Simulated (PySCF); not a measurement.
# Dipole moment and polarisability of `CC(C)C(=O)O`

C₄H₈O₂.
Geometry (GFN2-xTB, Å), atoms numbered from 1 in this order:
```xyz
14
C4H8O2 angstrom
C     -1.4824    0.5345    0.1373
C     -0.1424    0.0319   -0.3903
C      0.0420   -1.4619   -0.1001
C      0.9967    0.7676    0.2819
O      1.0128    1.1560    1.4179
O      2.0434    0.9188   -0.5428
H     -2.2965   -0.0488   -0.2849
H     -1.6296    1.5796   -0.1240
H     -1.5078    0.4460    1.2204
H     -0.0628    0.1993   -1.4679
H      0.9966   -1.8141   -0.4842
H     -0.7546   -2.0302   -0.5738
H      0.0079   -1.6394    0.9725
H      2.7760    1.3602   -0.0841
```

Level: wB97X-D/def2-SVPD (PySCF), static field, nuclei fixed, core orbitals frozen in the response. The polarisability tensor in these axes (au):

```
x   59.98  3.12 -1.07
y    3.12 54.60  3.13
z   -1.07  3.13 53.70
```

Problem. Diagonalise the tensor; give its mean and Δα, where Δα² is half the sum of the squared differences of the eigenvalues.

Solution. Principal values 50.13, 56.73 and 61.43 au; mean 56.09 au = 8.31 Å³ = 9.25 × 10⁻⁴⁰ C²·m²/J; Δα = 9.83 au (18 % of the mean).

Problem. What is the dipole moment, and where does it point?

Solution. (0.07, -0.70, -1.64) D, 1.79 D in size, pointing from the negative to the positive side. Measured along this direction, the outermost atoms are O5 at the negative end and H12, H10 and H11 at the positive end.

Problem. What would n − 1 = 2πNα be for an ideal gas of these molecules at 350 K and 1 atm, electronic part alone?

Solution. N = p/kT = 2.0968 × 10¹⁹ cm⁻³, so n − 1 = 2π × N × 8.31 × 10⁻²⁴ cm³ = 1095 × 10⁻⁶ at long wavelengths, for an ideal gas.

Problem. Molar refractivity from α?

Solution. Lorentz–Lorenz: R = (4π/3)N_A α = 2.5225 cm³/(mol·Å³) × 8.31 Å³ = 21.0 cm³/mol, in the limit of long wavelengths.

Problem. Orientational against electronic polarisability at 273 K (dilute gas, rigid molecules)?

Solution. In Gaussian units μ²/3kT = 28.18 Å³ against 8.31 Å³, a ratio of 3.39; the Debye molar polarisation (4π/3)N_A(α + μ²/3kT) is 92.1 cm³/mol, leaving out the vibrational part.

Isolated species at its GFN2-xTB geometry (one conformer only).
